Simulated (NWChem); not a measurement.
System: carbonyl sulfide (COS); SMILES O=C=S

The following NWChem deck was run.

```
start job
memory heap 200 mb stack 900 mb global 1100 mb
geometry units angstroms noautosym nocenter noautoz
  O     -1.676535     0.026960     0.022296
  C     -0.520351     0.008350     0.006924
  S      1.043153    -0.016772    -0.013873
end
basis spherical
  * library def2-tzvpd
end
dft
  xc b3lyp
  iterations 150
end
property
  response 1 0.0773
end
task dft property
```

Coordinates come from a PBE0/def2-SVP optimisation.

Field at 589 nm.

### Question
Give the results of this calculation. (B3LYP/def2-TZVPD.) Quantities: isotropic polarisability (bohr³); anisotropy (bohr³).

### Answer
isotropic polarisability (bohr³): 35.7
anisotropy (bohr³): 26.5
